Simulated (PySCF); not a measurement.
Compound: C4H7 (charge +1).
Z-matrix (Å and degrees, PBE0-D3(BJ)/def2-SVP geometry), rows numbered from 1:
```
C 
C   1  1.3678
C   2  1.4063  1  122.47
C   3  1.4485  2  128.91  1    -0.38
H   1  1.0949  2  122.55  3    -0.04
H   1  1.0955  2  120.70  3  -179.95
H   2  1.0936  1  119.61  3   179.92
H   3  1.0998  2  115.64  1   179.73
H   4  1.0949  3  116.84  2     0.49
H   4  1.1099  3  107.77  2  -124.44
H   4  1.1094  3  108.03  2   125.85
```

Computed, not measured: TDDFT CAM-B3LYP/def2-SVPD, vertical, gas phase, core orbitals frozen in the response in PySCF.

Frontier orbitals with the atoms that hold most of them (Löwdin shares over 4%, at most four atoms; ? is withheld):

| orbital | ε (eV) | atoms |
| --- | --- | --- |
| HOMO-3 | -19.06 | C4 42%, C3 17%, H10 15%, H11 13% |
| HOMO-2 | -17.91 | C2 25%, C4 14%, C1 14%, H7 13% |
| HOMO-1 | -17.76 | C4 28%, C3 18%, H9 16%, H8 11% |
| HOMO | -16.10 | ? |
| LUMO | ? | ? |
| LUMO+1 | -3.58 | C2 37%, C1 22%, C3 17%, C4 5% |
| LUMO+2 | -3.02 | C3 19%, C4 19%, C1 14%, C2 12% |

Task: Give the leading atoms of the LUMO.

Result: C3 (bonded to 2 C and H) 36%; C1 (bonded to C and 2 H) 32%; C2 (bonded to 2 C and H) 12%; C4 (bonded to C and 3 H) 6%.

Task: Give the leading atoms of the HOMO.

Result: C2 (bonded to 2 C and H) 36%; C1 (bonded to C and 2 H) 26%; C3 (bonded to 2 C and H) 15%; C4 (bonded to C and 3 H) 9%.

Task: What is the LUMO energy, and the HOMO–LUMO gap?

Result: ε(LUMO) = -8.34 eV; the gap is 7.76 eV (0.2850 hartree).

Task: The HOMO–LUMO gap is 7.76 eV. Where does the response calculation put the lowest singlet, and from which orbitals?

Result: S1 is at 5.16 eV (f = 0.351), 2.60 eV below the gap, made of HOMO→LUMO (95%). 

Task: One configuration dominates each of S1 and S8. Which, and how do the shares of the two leading atoms of either orbital change from the occupied to the empty one?

Result: 
- S1 (5.16 eV, f 0.351), HOMO→LUMO (95%): C2 36% → 12%, C1 26% → 32%, C3 15% → 36%
- S8 (9.44 eV, f 0.170), HOMO→LUMO+1 (96%): C2 36% → 37%, C1 26% → 22%

Löwdin shares depend on the basis, the more so with diffuse functions.

On one thread, Arm Neoverse V1 (aarch64), no GPU, shared host, this took 27 s and 0.58 GiB of memory at its peak.

One conformer stands for the species.
